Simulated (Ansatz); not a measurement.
Wavefunction ladder for BH$_{3}$NS (`N[B]S`) radical

| atom | x (Å) | y (Å) | z (Å) |
| --- | --- | --- | --- |
| N1 | -0.398 | 0.894 | -0.086 |
| B2 | -0.755 | -0.437 | 0.005 |
| S3 | 0.214 | -1.921 | 0.159 |
| H4 | 0.557 | 1.224 | -0.075 |
| H5 | -1.077 | 1.630 | -0.170 |
| H6 | 1.460 | -1.390 | 0.166 |

The species carries charge 0 and has multiplicity 2. Geometry: relaxed with PBE0-D4/def2-TZVP. It is one conformer, not always the lowest. Frozen core, unrestricted reference, Ansatz 0.2.0. CBS rows extrapolate triple and quadruple zeta.

```tsv
basis	HF (Eh)	MP2 corr.
def2-TZVPP	-478.47150	-0.46506
def2-QZVPP	-478.48657	-0.50144
```

Question: Estimate the CCSD correlation energy and the (T) correction in each basis where they were run (hartree).

Answer: 
```tsv
basis	CCSD corr.	(T)
def2-TZVPP	-0.49720	-0.02141
def2-QZVPP	-0.52806	-0.02426
CBS(def2)	-0.55092	-0.02637
```
